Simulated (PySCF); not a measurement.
## TDDFT excited states: C4H3FO

C4H3FO.
SMILES: `O=C1CC=C1F`

Computed with TDDFT B3LYP/def2-SVPD, vertical, gas phase, core orbitals frozen in the response (PySCF). Geometry: GFN2-xTB; no solvent, vibrations or thermal averaging.

```json
{"state": "S1", "E (eV)": "3.92", "ν̃ (cm⁻¹)": "31630", "f": "0.0000", "|μ| (D)": "0.04", "symmetry": "–", "main configurations (H = HOMO, L = LUMO)": "H→L (98%)"}
{"state": "S2", "E (eV)": "5.48", "ν̃ (cm⁻¹)": "44170", "f": "0.103", "|μ| (D)": "2.22", "symmetry": "A′", "main configurations (H = HOMO, L = LUMO)": "H-1→L (94%)"}
{"state": "S3", "E (eV)": "7.09", "ν̃ (cm⁻¹)": "57220", "f": "0.0056", "|μ| (D)": "0.46", "symmetry": "A′", "main configurations (H = HOMO, L = LUMO)": "H→L+1 (92%)"}
{"state": "S4", "E (eV)": "7.15", "ν̃ (cm⁻¹)": "57640", "f": "0.0008", "|μ| (D)": "0.17", "symmetry": "–", "main configurations (H = HOMO, L = LUMO)": "H→L+3 (92%)"}
{"state": "S5", "E (eV)": "7.42", "ν̃ (cm⁻¹)": "59880", "f": "0.012", "|μ| (D)": "0.66", "symmetry": "A″", "main configurations (H = HOMO, L = LUMO)": "H-1→L+1 (92%)"}
{"state": "S6", "E (eV)": "7.51", "ν̃ (cm⁻¹)": "60610", "f": "0.0001", "|μ| (D)": "0.05", "symmetry": "–", "main configurations (H = HOMO, L = LUMO)": "H-3→L (93%)"}
{"state": "S7", "E (eV)": "7.53", "ν̃ (cm⁻¹)": "60730", "f": "0.018", "|μ| (D)": "0.80", "symmetry": "A′", "main configurations (H = HOMO, L = LUMO)": "H→L+2 (89%)"}
{"state": "S8", "E (eV)": "7.76", "ν̃ (cm⁻¹)": "62550", "f": "0.0003", "|μ| (D)": "0.10", "symmetry": "–", "main configurations (H = HOMO, L = LUMO)": "H-4→L (85%), H-1→L+2 (10%)"}
```

Triplets (Tamm–Dancoff): T1 3.46 eV, H→L (97%); T2 3.63 eV, H-1→L (95%); T3 6.14 eV, H-2→L (81%).

The lowest singlet comes at 316 nm (378 kJ/mol) in the ultraviolet; it is dark (f under 0.0005); its leading configuration is HOMO→LUMO (98%). The strongest level in the table is S2 at 5.48 eV (226 nm, f = 0.103). Löwdin shares by element: HOMO oxygen 56%, carbon 35% or more; LUMO carbon 65% or more, oxygen 22%. Weighted by f, the mean energy of these states is 5.99 eV. Orbital energies (eV): HOMO-3 -11.16, HOMO-2 -10.87, HOMO-1 -8.09, HOMO -7.66, LUMO -2.17, LUMO+1 0.40, LUMO+2 0.71. The listed states span 3.83 eV, and the widest gap between neighbours is 1.62 eV (S2 to S3). Symmetry labels in Cs follow from the direction of the transition dipole and are given only for states with f of 0.002 or more. The window holds the lowest 8 singlets.

Hardware: one thread of an Arm Neoverse V1, shared host. Cost: 13 s, 0.57 GiB resident at most.
